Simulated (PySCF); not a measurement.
isobutene (C4H8), SMILES CC(C)=C. Atoms are numbered in the order given.

```xyz
12

C     -1.2698     0.0000     0.6770
C      0.0000     0.0000    -0.1211
C      1.2698     0.0000     0.6770
C      0.0000     0.0000    -1.4590
H     -1.3193     0.8834     1.3364
H     -1.3193    -0.8834     1.3364
H     -2.1609     0.0000     0.0340
H      1.3193     0.8834     1.3364
H      2.1609     0.0000     0.0340
H      1.3193    -0.8834     1.3364
H      0.9335     0.0000    -2.0289
H     -0.9335     0.0000    -2.0289
```

Geometry: PBE0-D3(BJ)/def2-SVP.

Calculation: PBE/def2-TZVP (PySCF).

Gas-phase values at a fixed geometry.

Computed frontier levels, gap, dipole moment and polarisability:
The highest occupied level comes out as -5.91 eV. The lowest empty level is -0.53 eV and the orbital gap comes out as 5.38 eV. The dipole moment comes out as 0.58 D. The quadrupole, principal values (traceless, Buckingham form, about the centre of nuclear charge) is -2.08, 0.55, 1.53 D·Å and the mean static polarisability comes out as 52.1 bohr³ (7.72 Å³). The polarisability, principal values is 39.0, 52.7, 64.5 bohr³.
